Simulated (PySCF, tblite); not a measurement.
Species: C3H8OS.
Numbering: `[CH3:1][CH2:2][S@@:3]([CH3:4])=[O:5]` (hydrogens: H6, H7, H8 on C1; H9, H10 on C2; H11, H12, H13 on C4)

Computed with GFN2-xTB (tblite), gas phase: nudged elastic band of 9 images (0 to 8), spring 0.2 eV/Å², climbing image at the end, force threshold 0.05 eV/Å. The top image wasn't refined or checked by frequencies; at this threshold it can lie a kcal/mol or more above the true saddle point of the method.

Path: rotation about C2–S3 (sp3 carbon bound to sulfur, sulfinyl sulfur), followed by the dihedral C1–C2–S3–C4.

Image 0 (start, dihedral -172°):
```
atom  x, y, z in Å
C1     -1.992    0.125   -0.154
C2     -0.519    0.328   -0.450
S3      0.455   -0.957    0.483
C4      2.106   -0.233    0.065
O5      0.236   -0.668    1.899
H6     -2.592    0.912   -0.607
H7     -2.332   -0.836   -0.534
H8     -2.147    0.144    0.923
H9     -0.186    1.309   -0.115
H10    -0.292    0.194   -1.506
H11     2.162    0.780    0.448
H12     2.864   -0.845    0.542
H13     2.233   -0.253   -1.011
```

Image 8 (end, -0.007 eV, dihedral -67°):
```
atom  x, y, z in Å
C1     -1.420    0.534    0.087
C2     -0.575   -0.061   -1.017
S3      0.698   -1.246   -0.338
C4      1.707    0.021    0.555
O5      0.008   -2.003    0.706
H6     -2.369    0.895   -0.302
H7     -1.625   -0.243    0.825
H8     -0.914    1.363    0.577
H9     -0.043    0.681   -1.606
H10    -1.184   -0.674   -1.681
H11     1.114    0.454    1.351
H12     2.564   -0.491    0.979
H13     2.035    0.772   -0.153
```

Question: What do the inner images look like?

Answer: 
Image 1: +0.007 eV, dihedral -159°
```
atom  x, y, z in Å
C1     -1.964    0.165   -0.103
C2     -0.520    0.264   -0.549
S3      0.471   -1.022    0.373
C4      2.100   -0.180    0.118
O5      0.146   -0.836    1.786
H6     -2.564    0.961   -0.540
H7     -2.390   -0.794   -0.389
H8     -2.008    0.248    0.981
H9     -0.105    1.244   -0.323
H10    -0.400    0.043   -1.608
H11     2.072    0.798    0.585
H12     2.859   -0.789    0.597
H13     2.298   -0.102   -0.945
```

Image 2: +0.027 eV, dihedral -145°
```
atom  x, y, z in Å
C1     -1.921    0.208   -0.056
C2     -0.525    0.199   -0.640
S3      0.497   -1.083    0.264
C4      2.081   -0.129    0.173
O5      0.082   -1.016    1.664
H6     -2.518    1.013   -0.481
H7     -2.423   -0.739   -0.242
H8     -1.856    0.349    1.021
H9     -0.046    1.170   -0.530
H10    -0.520   -0.096   -1.688
H11     1.958    0.811    0.701
H12     2.846   -0.721    0.664
H13     2.342    0.035   -0.866
```

Image 3: +0.050 eV, dihedral -132°
```
atom  x, y, z in Å
C1     -1.865    0.254   -0.012
C2     -0.534    0.139   -0.723
S3      0.531   -1.138    0.152
C4      2.048   -0.080    0.230
O5      0.039   -1.207    1.527
H6     -2.462    1.059   -0.436
H7     -2.423   -0.676   -0.086
H8     -1.695    0.458    1.043
H9     -0.006    1.089   -0.731
H10    -0.648   -0.221   -1.744
H11     1.827    0.817    0.799
H12     2.817   -0.652    0.740
H13     2.368    0.161   -0.777
```

Image 4 (top): +0.062 eV, dihedral -118°
```
atom  x, y, z in Å
C1     -1.792    0.301    0.029
C2     -0.544    0.081   -0.797
S3      0.569   -1.184    0.040
C4      1.999   -0.034    0.289
O5      0.010   -1.403    1.373
H6     -2.402    1.094   -0.400
H7     -2.382   -0.610    0.079
H8     -1.520    0.576    1.046
H9      0.018    1.002   -0.928
H10    -0.778   -0.335   -1.776
H11     1.681    0.815    0.885
H12     2.767   -0.585    0.821
H13     2.370    0.281   -0.679
```

Image 5: +0.054 eV, dihedral -105°
```
atom  x, y, z in Å
C1     -1.706    0.349    0.063
C2     -0.553    0.029   -0.862
S3      0.606   -1.217   -0.066
C4      1.934    0.005    0.347
O5     -0.003   -1.586    1.211
H6     -2.341    1.120   -0.368
H7     -2.303   -0.542    0.242
H8     -1.335    0.697    1.024
H9      0.026    0.914   -1.112
H10    -0.900   -0.438   -1.783
H11     1.525    0.799    0.962
H12     2.703   -0.526    0.899
H13     2.344    0.396   -0.577
```

Image 6: +0.031 eV, dihedral -91°
```
atom  x, y, z in Å
C1     -1.604    0.399    0.090
C2     -0.562   -0.022   -0.922
S3      0.644   -1.241   -0.168
C4      1.852    0.039    0.409
O5      0.000   -1.760    1.037
H6     -2.277    1.140   -0.337
H7     -2.184   -0.464    0.407
H8     -1.133    0.826    0.973
H9      0.017    0.819   -1.296
H10    -1.019   -0.540   -1.764
H11     1.355    0.759    1.048
H12     2.627   -0.475    0.968
H13     2.281    0.520   -0.463
```

Image 7: +0.015 eV, dihedral -75°
```
atom  x, y, z in Å
C1     -1.490    0.466    0.102
C2     -0.577   -0.075   -0.976
S3      0.693   -1.250   -0.274
C4      1.757    0.061    0.484
O5      0.037   -1.936    0.839
H6     -2.223    1.150   -0.322
H7     -2.011   -0.357    0.586
H8     -0.925    1.002    0.861
H9     -0.029    0.707   -1.496
H10    -1.139   -0.659   -1.704
H11     1.181    0.652    1.186
H12     2.563   -0.440    1.009
H13     2.157    0.678   -0.312
```

The largest changes of bonds and angles from start to top: C2–S3 1.863 → 1.882 Å, C1–C2 1.515 → 1.512 Å, C1–C2–S3 108.5 → 110.0°, S3–C2–H10 106.9 → 105.7°, H9–C2–H10 110.2 → 109.1°. GFN2-xTB torsional profiles can miss by a kcal/mol or more and can put conformers in the wrong order.

Question: What do single points at PBE0/pcSseg-1 (PySCF, no dispersion term) give on some images?

Answer: 
```tsv
image	GFN2-xTB E (eV)	DFT E (eV)	HOMO (eV)	LUMO (eV)	dipole (D)
0	0.000	0.000	-6.57	0.83	3.68
2	0.027	0.042	-6.55	0.82	3.60
4	0.062	0.100	-6.52	0.81	3.59
6	0.031	0.047	-6.54	0.98	3.63
8	-0.007	-0.001	-6.59	1.01	3.66
```

Energies count from image 0 at each level. At the GFN2-xTB top the DFT energy is 2.3 kcal/mol against 1.4; the geometries weren't optimised at the DFT level.

The cost below is that of the whole band run. The run took 10 s wall, 9.3 s CPU on one thread, AMD EPYC (x86_64), no GPU, on a shared host, and the process peaked at 0.18 GiB of memory.
